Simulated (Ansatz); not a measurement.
**NH⁻, sextet: the ladder up to full CI**

Geometry: that of the NH⁻, quartet, kept fixed. The doublet lies 10.2 eV lower here.

```xyz
2

N     0.0000    0.0000    0.0000
H     0.0000    0.0000    1.0736
```

Basis 6-31++G** (Cartesian d functions); Ansatz 0.2.0. Only valence electrons are correlated (noble-gas cores frozen), which leaves 7 electrons in 24 orbitals. R marks a restricted (for open shells ROHF) determinant, U an unrestricted one. Active spaces: frontier = (7e, 11o) about the gap. This anion state lies near or above the neutral species, so the extra electron is weakly bound or unbound and the energies hang on the diffuse functions.

Full CI is exact within this basis and frozen core; it isn't the basis-set limit. The frozen core follows each run's orbitals, which can shift R against U totals by a few meV.

For open shells CISD and CISDTQ are restricted-active-space CI with the open shells as a complete middle space.

```
UHF ⟨S²⟩                          : 8.754
T1 diagnostic (RCCSD)             : 0.0217
largest doubles amplitude (RCCSD) : 0.032
T1 diagnostic (UCCSD)             : 0.0194
```

```csv
level,E − E(RHF) (eV)
UHF,-0.0663
RMP2,-2.1136
UMP2,-2.1192
RCCSD,-2.5891
UCCSD,-2.5918
RCCSD(T),-2.6300
UCCSD(T),-2.6324
```

Q: Estimate how far full CI in 6-31++G** lies from RCCSD(T). The table doesn't fix it; the size of (T) and the diagnostics are the guide.

A: Full CI in 6-31++G** lies 1.0 kJ/mol below RCCSD(T), which is 26 % of the (T) step (-3.9 kJ/mol). The diagnostics give no warning, yet the rest is a sizeable part of (T).

The other levels:

```json
{"level": "CISD", "E − E(full CI) (kJ/mol)": "5.9", "share of correlation (%)": "97.69", "wall time": "0.72 s"}
{"level": "BCCD(T)", "E − E(full CI) (kJ/mol)": "1.0", "share of correlation (%)": "99.62", "wall time": "0.69 s"}
{"level": "RCCSDT", "E − E(full CI) (kJ/mol)": "0.1", "share of correlation (%)": "99.97", "wall time": "–"}
{"level": "UCCSDT", "E − E(full CI) (kJ/mol)": "-0.2", "share of correlation (%)": "100.06", "wall time": "–"}
{"level": "CISDTQ", "E − E(full CI) (kJ/mol)": "0.0", "share of correlation (%)": "99.99", "wall time": "15 s"}
{"level": "RCCSDT(Q)", "E − E(full CI) (kJ/mol)": "-0.1", "share of correlation (%)": "100.02", "wall time": "2.4 s"}
{"level": "UCCSDT(Q)", "E − E(full CI) (kJ/mol)": "-0.3", "share of correlation (%)": "100.11", "wall time": "2.1 s"}
```

The correlation energy at full CI, counted from RHF, is -2.641 eV. That run took 40 s on 1 thread of INTEL XEON PLATINUM 8581C, shared host over 814,172 determinants.

Run but not shown, since their state, orbitals or frozen core can't be matched to the reference's or they repeat it: CASSCF (frontier space), NEVPT2 (frontier space), NEVPT4(SD) (frontier space), MRCISD (frontier space), MRCISD+Q (frontier space).

Times hold each run's SCF and search for its determinant on a shared host, so for small cases they say little of a method's own cost; they ran on 1 thread of INTEL XEON PLATINUM 8581C.

The full-CI state has the irrep A2 of C2v, in the program's axes (one component, if the state is degenerate).

Natural occupations of full CI about the gap: 1.964 0.999 0.996 0.994 0.994 0.993 0.017 0.006 0.006 0.006; effectively unpaired electrons, Σ n²(2−n)², 5.01.
